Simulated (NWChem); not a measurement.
Correlation energy of HO

```
O
H 1 0.9764
```
Charge 0, spin multiplicity 2.

Program: NWChem. All single points use one geometry, from UPBE0/def2-SVP, a minimum by its harmonic frequencies.

Basis set: cc-pVDZ. Each correlation energy counts from its own Hartree-Fock reference.

The correlated methods keep 1 core orbital frozen. The structure started from a generated list of species. The unpaired electrons of the parent sit in orbitals of symmetry b2 (C2v labels of the run); other states weren't searched. The stability of the SCF solutions was not checked. Open-shell Hartree-Fock references start from PBE0 orbitals. Coupled-cluster values serve here as a point of comparison, not as the truth.

| method | correlation energy (mHa) |
|---|---|
| CCSD[T] on UHF | -165.8 |
| CCSDT on ROHF | -169.7 |
| CCSD[T] on ROHF | -169.6 |
| UMP2 | -149.2 |
| URI-MP2 | -149.2 |
| CCSD(T) on ROHF | -169.6 |
| CCSD on UHF | … |
| CCSD on ROHF | … |
| CCSD(T) on UHF | -165.7 |
| SCS-UMP2 | … |

**Question.** Complete the blanks.

**Answer.** 
- CCSD on UHF, correlation energy (mHa): -164.0
- CCSD on ROHF, correlation energy (mHa): -167.7
- SCS-UMP2, correlation energy (mHa): -147.7
